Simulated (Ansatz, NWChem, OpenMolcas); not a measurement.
# Worked example: H2 → 2 H

Species: H2 (hydrogen), singlet; H atom, doublet. 

Shapes, held fixed at every level: PBE0-D4/def2-TZVP. Programs: Ansatz 0.2.0, NWChem 7.3.0, OpenMolcas 26.06. The zero-point and thermal change to 298 K, harmonic and unscaled (PBE0-D4/def2-TZVP), is -22.7 kJ/mol.

At CCSD(T)/CBS estimate; 1 Eh = 2625.50 kJ/mol:

```
species  energy (Eh)
     H2    -1.175441
      H    -0.500000
```

Question: Work out ΔH(298 K) of the reaction at this level.

Answer: 
1. Products less reactants: 2 × (-0.500000) − [(-1.175441)] = 0.175441 Eh = +460.6 kJ/mol.
2. With the thermal change: +460.6 + (-22.7) = +437.9 kJ/mol.

Other levels give +405.4 (PBE0/def2-SVP) to +450.0 kJ/mol (SVWN5/aug-cc-pVTZ). No measured value is set beside it here. Open shells run unrestricted unless RO is named. The CBS estimate extrapolates MP2 from def2-TZVPP and def2-QZVPP and adds CCSD(T) − MP2 in the triple-zeta set, cores frozen; for H2 it overshoots the exact energy by about 1 mEh.
